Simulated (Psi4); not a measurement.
**SiH3S (SMILES [SiH2]S) at UTPSS/def2-TZVP**

What is the vertical doublet–quartet gap of SiH3S at UTPSS/def2-TZVP? 

The calculation is run with Psi4 1.11.

4 further runs of the same task are left out: 2 that didn't finish, 2 set aside as unsound or not needed.

### 1 The structure to begin with

The species is SiH3S (5 atoms), meant as a doublet with charge 0. SMILES: `[SiH2]S`. Geometry: relaxed at PBE0-D4/def2-TZVP. This is one conformer, not always the lowest.

Bond lengths: Si1–S2 2.132 Å, Si1–H3 1.492 Å, Si1–H4 1.488 Å, S2–H5 1.344 Å. Angles: Si1–S2–H5 94.7°, S2–Si1–H3 111.4°, S2–Si1–H4 105.0°, H3–Si1–H4 110.5°.

### 2 A single-point energy at UTPSS/def2-TZVP

Contents of h3ssi.inp:

```
memory 1600 mb

molecule molecule1 {
  0 2
  Si    -0.096300    -0.694000    -0.309300
  S      0.273100     1.406000    -0.294500
  H     -0.094500    -1.256800     1.073000
  H     -1.440300    -0.843200    -0.929900
  H      1.407800     1.314300     0.419300
  symmetry c1
}

set basis def2-TZVP
set reference uks
set puream true
set e_convergence 1e-09
set d_convergence 1e-08
set scf_type pk
set dft_radial_points 99
set dft_spherical_points 590
set maxiter 200

energy_value, wavefunction = energy('tpss', return_wfn=True)
```

Command:

```console
$ psi4 -n 1 h3ssi.inp h3ssi.out
```

h3ssi.out:

```text
[...]
  Running in c1 symmetry.
[...]
  Nuclear repulsion =   80.927895414172028
[...]
  Multiplicity = 2
[...]
  Nalpha       = 17
  Nbeta        = 16
[...]
    Number of basis functions: 92
[...]
   @UKS iter   1:  -689.44042271441754   -2.00280e-01   5.72458e-03 ADIIS/DIIS
[...]
   @UKS iter  13:  -689.53415027112453   -3.75167e-12   3.06869e-09 DIIS
[...]
   @S^2 Observed:                7.530674724E-01
[...]
    Orbital Energies [Eh]
    ---------------------
    Alpha Occupied:
       1A    -88.364580     2A    -65.695611     3A     -7.746572
       4A     -5.726047     5A     -5.722861     6A     -5.718705
       7A     -5.130479     8A     -3.507379     9A     -3.504576
      10A     -3.502381    11A     -0.692512    12A     -0.487397
      13A     -0.390254    14A     -0.330264    15A     -0.315198
      16A     -0.264912    17A     -0.187473
    Alpha Virtual:
      18A     -0.021406    19A     -0.016149    20A      0.014637
      21A      0.032776    22A      0.125837    23A      0.130663
      24A      0.141297    25A      0.145752    26A      0.154189
[...]
  @UKS Final Energy:  -689.53415027112453
   => Energetics <=
    Nuclear Repulsion Energy =             80.9278954141720277
    One-Electron Energy =               -1114.0889045891492515
    Two-Electron Energy =                 391.3862679896634518
    DFT Exchange-Correlation Energy =     -47.7594090858107947
    Empirical Dispersion Energy =           0.0000000000000000
    VV10 Nonlocal Energy =                  0.0000000000000000
    Total Energy =                       -689.5341502711245312
[...]
 Multipole Moments:
 ------------------------------------------------------------------------------------
     Multipole            Electronic (a.u.)      Nuclear  (a.u.)        Total (a.u.)
 ------------------------------------------------------------------------------------
 L = 1.  Multiply by 2.5417464519 to convert [e a0] to [Debye]
 Dipole X            :          0.6134329           -0.3823928            0.2310401
 Dipole Y            :          1.6911984           -1.8386631           -0.1474646
 Dipole Z            :         -1.1188130            1.3077779            0.1889648
 Magnitude           :                                                    0.3329160
[...]
```

Wall time 89 s (1 thread of Intel Xeon Platinum 8259CL at 2.50GHz (Skylake/Cascade Lake), shared host); peak memory 0.89 GiB.

### 3 The quartet: energy and forces at UTPSS/def2-TZVP

Contents of h3ssi.inp:

```
memory 1600 mb

molecule mol {
  0 4
  Si
  S 1 r2
  H 1 r3 2 a3
  H 1 r4 3 a4 2 d4
  H 2 r5 1 a5 4 d5

  r2 = 2.132293
  r3 = 1.492481
  a3 = 111.39169
  r4 = 1.487865
  a4 = 110.46229
  d4 = -116.23684
  r5 = 1.343675
  a5 = 94.74795
  d5 = 173.28682
  symmetry c1
}

set basis def2-TZVP
set reference uks
set puream true
set e_convergence 1e-09
set d_convergence 1e-08
set scf_type pk
set dft_radial_points 99
set dft_spherical_points 590
set maxiter 200

gradient('tpss')
print_variables()
```

Command:

```console
$ psi4 -i h3ssi.inp -o h3ssi.out -n 1
```

h3ssi.out:

```text
[...]
  Running in c1 symmetry.
[...]
  Nuclear repulsion =   80.927909859448505
[...]
  Multiplicity = 4
[...]
  Nalpha       = 18
  Nbeta        = 15
[...]
    Number of basis functions: 92
[...]
   @UKS iter   1:  -689.19063479639101    4.95088e-02   5.72706e-03 DIIS/ADIIS
[...]
   @UKS iter  22:  -689.31817305072059   -1.13687e-12   4.81322e-09 DIIS
[...]
   @S^2 Observed:                3.757777250E+00
[...]
    Orbital Energies [Eh]
    ---------------------
    Alpha Occupied:
       1A    -88.428374     2A    -65.718782     3A     -7.806574
       4A     -5.792189     5A     -5.781135     6A     -5.778930
       7A     -5.153292     8A     -3.531266     9A     -3.527235
      10A     -3.524557    11A     -0.748410    12A     -0.510119
      13A     -0.418097    14A     -0.355712    15A     -0.355082
      16A     -0.335103    17A     -0.218698    18A     -0.055984
    Alpha Virtual:
      19A     -0.046743    20A     -0.005006    21A      0.010866
      22A      0.096506    23A      0.109710    24A      0.115586
      25A      0.121989    26A      0.136834    27A      0.153141
[...]
  @UKS Final Energy:  -689.31817305072059
   => Energetics <=
    Nuclear Repulsion Energy =             80.9279098594485049
    One-Electron Energy =               -1112.7284762639765177
    Two-Electron Energy =                 390.2311217403831165
    DFT Exchange-Correlation Energy =     -47.7487283865755003
    Empirical Dispersion Energy =           0.0000000000000000
    VV10 Nonlocal Energy =                  0.0000000000000000
    Total Energy =                       -689.3181730507205884
[...]
 Multipole Moments:
 ------------------------------------------------------------------------------------
     Multipole            Electronic (a.u.)      Nuclear  (a.u.)        Total (a.u.)
 ------------------------------------------------------------------------------------
 L = 1.  Multiply by 2.5417464519 to convert [e a0] to [Debye]
 Dipole X            :          0.1095059            0.1522776            0.2617835
 Dipole Y            :         -1.5045085            1.3132515           -0.1912569
 Dipole Z            :          1.5475639           -1.8679852           -0.3204213
 Magnitude           :                                                    0.4558285
[...]
  -Total Gradient:
     Atom            X                  Y                   Z
    ------   -----------------  -----------------  -----------------
       1       -0.007919905894     0.013011810795     0.023554593860
       2       -0.085083188909     0.059048853853    -0.008152430778
       3        0.001849633129    -0.005619471326    -0.006049165522
       4        0.002889490142    -0.000551249020     0.001882251909
       5        0.088266895273    -0.065890973396    -0.011239361383
[...]
```

It took 2.7 min on 1 thread of Intel Xeon Platinum 8259CL at 2.50GHz (Skylake/Cascade Lake), shared host; peak memory 0.89 GiB.

### 4 Results

Level: UTPSS/def2-TZVP.

| quantity | value |
| --- | --- |
| doublet: total energy | -689.53415 Eh |
| doublet: dipole moment | 0.85 D |
| doublet: HOMO energy (highest over α and β) | -5.10 eV |
| doublet: LUMO energy (lowest over α and β) | -3.34 eV |
| doublet: ⟨S²⟩ | 0.753 |
| quartet: total energy | -689.31817 Eh |
| quartet: dipole moment | 1.16 D |
| quartet: HOMO energy (highest over α and β) | -1.52 eV |
| quartet: ⟨S²⟩ | 3.758 |
| quartet: largest force on an atom | 5.693 eV/Å |
| vertical energy of the quartet above the doublet | 5.877 eV |

At this shape the quartet lies 5.88 eV (567 kJ/mol) above the doublet.
